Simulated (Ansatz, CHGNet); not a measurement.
**How well does each level of theory give the elastic constant C44 of rock-salt LiCl?**

Reference value: 26.7 GPa (measured, 4 K, zero-point motion not removed; as tabulated in Harker's crystal data pages).

Put these levels in order of the elastic constant C44 that they give for rock-salt LiCl, smallest first: CHGNet-r²SCAN, Hartree–Fock (Ansatz, a quantum-chemistry and plane-wave program), PBE (Ansatz).

CHGNet-r²SCAN (14.0 GPa), PBE (24.9 GPa), Hartree–Fock (27.0 GPa)

Unless a cell is named, each level is at its own relaxed cell (CHGNet-r²SCAN 16.46, PBE 17.08, Hartree–Fock 18.21 Å³/atom).

Differences against the reference: CHGNet-r²SCAN -48 %, PBE -6.7 %, Hartree–Fock +1.1 %.

The measured value isn't corrected to a static lattice, so vibrations enter the comparison.  Each level is taken at its own relaxed cell. Ansatz's density-functional and Hartree–Fock values are scalar-relativistic unless marked +SOC, with PAW data made under PBE.

Machine-learned potentials (CHGNet-r²SCAN) are trained on DFT data: a solid inside that data is no test of them.

Differences are worked out from the printed values.
